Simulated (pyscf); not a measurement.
## Four-centre exchange: H₂N–Zr(NH₂)(NH₂)–OH + H₂O → H₂N–Zr(NH₂)(NH₂)–OH + H₂O

Gas phase, singlet surface, charge 0. Bonds broken: Zr2–O13, O5–H14. Bonds formed: Zr2–O5, O13–H14. PySCF, gas phase, ωB97X-D3(BJ)/def2-SVP geometries.

Transition state (Å):

```xyz
15

N     -0.3619     2.7240     0.1394
Zr    -0.3757     0.6851    -0.1010
N     -1.3062     0.2512    -1.8562
N     -1.6816     0.2013     1.4013
O      0.8586    -0.9719     0.6888
H     -0.5301     3.4108    -0.5933
H     -0.1956     3.2282     1.0084
H     -0.8167     0.2701    -2.7499
H     -2.2657    -0.0465    -2.0128
H     -1.6358    -0.5899     2.0385
H     -2.4279     0.8222     1.7097
H      0.7072    -1.9205     0.6406
O      1.7117     0.5049    -0.8224
H      1.6260    -0.4266    -0.0839
H      2.4222     1.1387    -0.6839
```

One imaginary mode, 807i cm⁻¹; descent along it reached the two sides named, in the forms told below.

```csv
bond,change,reactant side (Å),saddle,product side
Zr2–O13,breaks,2.026,2.216,2.469
O5–H14,breaks,0.979,1.218,1.873
Zr2–O5,forms,2.468,2.212,2.026
O13–H14,forms,1.878,1.192,0.979
```

Electronic energies relative to the separated reactants (eV):

| level | barrier | reaction energy | reverse barrier |
|---|---|---|---|
| ωB97X-D3(BJ)/def2-TZVP | -0.18 | 0.00 | -0.18 |
| PBE/def2-TZVP | -0.16 | 0.00 | -0.16 |
| r²SCAN/def2-TZVP | -0.23 | 0.00 | -0.23 |
| B3LYP-D3(BJ)/def2-TZVP | -0.13 | 0.00 | -0.13 |
| PBE0-D3(BJ)/def2-TZVP | -0.18 | 0.00 | -0.18 |
| M06-2X/def2-TZVP | -0.25 | 0.00 | -0.25 |
| ωB97M-D3(BJ)/def2-TZVP | -0.10 | 0.00 | -0.10 |
| HF/def2-TZVP | 0.39 | 0.00 | 0.39 |

With ωB97M-D3(BJ)/def2-TZVP energies and thermal terms (ideal gas, 1 atm, RRHO with modes under 100 cm⁻¹ raised to 100, one conformer, R ln 2 for chiral ones without a mode under 150 cm⁻¹), in eV:

```tsv
T (K)	ΔH‡	ΔG‡	ΔH	ΔG
298	-0.15	0.35	0.00	0.00
600	-0.15	0.85	0.00	0.00
900	-0.13	1.35	0.00	0.00
1200	-0.10	1.84	0.00	0.00
```

On the reactant side the descent ends in an adduct with a O–Zr contact, 0.64 eV under the separated species and 0.46 eV under the saddle at ωB97X-D3(BJ)/def2-TZVP. On the product side the descent ends in an adduct with a O–Zr contact, 0.64 eV under the separated species and 0.46 eV under the saddle at ωB97X-D3(BJ)/def2-TZVP. At ωB97X-D3(BJ)/def2-TZVP, PBE, r²SCAN, B3LYP-D3(BJ), PBE0-D3(BJ), M06-2X, ωB97M-D3(BJ) the saddle lies under the separated reactants, which points to a path from their complex (located at ωB97X-D3(BJ) alone). At ωB97X-D3(BJ)/def2-TZVP, PBE, r²SCAN, B3LYP-D3(BJ), PBE0-D3(BJ), M06-2X, ωB97M-D3(BJ) the saddle lies under the separated products, which points to a path from their complex (located at ωB97X-D3(BJ) alone). What is counted as formed (O–Zr) is already present as a longer contact in the reactant adduct; forming that adduct is a step of its own. What is counted as broken (O–Zr) persists as a longer contact in the product adduct; parting that adduct is a step of its own. One saddle was located; it need not be the lowest between these sides. Elements past Kr carry the def2 core potentials, without spin-orbit coupling.
